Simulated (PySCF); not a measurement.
Gas-phase reaction: 2 B(CH3)3 = 2 B + 3 H2 + 2 C3H6 (propylene)

Energies from PySCF, thermal terms from the rigid-rotor harmonic-oscillator model, ideal gas at 1 bar. † marks an energy on the PBE0/def2-TZVP geometry and frequencies; other levels use their own. CCSD(T) freezes the core. 6-31G* has spherical d functions here. Open shells (unrestricted): B (multiplicity 2, electronic degeneracy 6); the rest are closed-shell singlets. Spin-orbit splitting is ignored; it lowers the true energy and changes the entropy of B. Methyl groups turn as free rotors in B(CH3)3. CCSD(T) isn't extrapolated to the basis-set limit. The harmonic model lacks anharmonicity and excited electronic states, which grow with temperature; levels with a mode under 35 cm⁻¹ are left out. Internal rotation in C3H6 (propylene) is treated as a harmonic vibration of one conformer, which makes the entropy rough.

ΔH° and ΔS° at 298 K: CCSD(T)/def2-SVP† 1385 kJ, 592 J/K; HF/6-31G* 1286 kJ, 593 J/K; r2SCAN/def2-TZVP† 1481 kJ, 592 J/K; LDA/def2-TZVP† 1676 kJ, 592 J/K; ωB97M-V/def2-TZVP† 1459 kJ, 592 J/K; ωB97X-V/def2-TZVP† 1465 kJ, 592 J/K.

### Question
With the heat capacities included, give log10 K (1 bar) at 500, 1000, 1200, 1800, 2000 K from CCSD(T)/def2-SVP†, HF/6-31G*, r2SCAN/def2-TZVP†, LDA/def2-TZVP†, ωB97M-V/def2-TZVP†, ωB97X-V/def2-TZVP†.

### Answer
```csv
T (K),CCSD(T)/def2-SVP†,HF/6-31G*,r2SCAN/def2-TZVP†,LDA/def2-TZVP†,ωB97M-V/def2-TZVP†,ωB97X-V/def2-TZVP†
500,-113.4,-103.0,-123.4,-143.8,-121.1,-121.7
1000,-40.1,-34.8,-45.1,-55.3,-44.0,-44.3
1200,-27.9,-23.4,-32.1,-40.5,-31.1,-31.4
1800,-7.5,-4.3,-10.3,-15.9,-9.6,-9.8
2000,-3.4,-0.5,-5.9,-11.0,-5.3,-5.5
```
